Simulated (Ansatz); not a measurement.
Input file for Ansatz (a quantum-chemistry and plane-wave program): R-CCSDT(Q)/cc-pVDZ on HOCH3Fcomp2, charge -1. Charge -1.

Ansatz 0.2 input:
```yaml
crystal:
  periodic: [false, false, false]
  atoms:
    - {symbol: F, position_ang: [0.00037100, -2.46834000, 0.02139000]}
    - {symbol: C, position_ang: [-0.27664200, -1.07441800, -0.00269000]}
    - {symbol: H, position_ang: [0.64929000, -0.51650000, -0.00901600]}
    - {symbol: H, position_ang: [-0.84198900, -0.84711900, -0.89707500]}
    - {symbol: H, position_ang: [-0.85102800, -0.82658900, 0.88141700]}
    - {symbol: O, position_ang: [-0.30171300, 1.58252400, -0.20654400]}
    - {symbol: H, position_ang: [-0.60511200, 2.49243400, -0.16430500]}
basis:
  gaussian:
    orbitals: cc-pVDZ
total_charge: -1
magnetization: {spin_polarized: false}
correlation: {method: ccsdt_q, electrons: outside_noble_gas}
scf: {lower_state_search: off}
```

**Question.** Predict the final total energy.

**Answer.** -214.9798 hartree (reference determinant -214.4083, T1 diagnostic 0.010).

**Question.** How many basis functions does it have, and what does it roughly cost on one machine?

**Answer.** 62 functions; roughly 8 core-minutes.
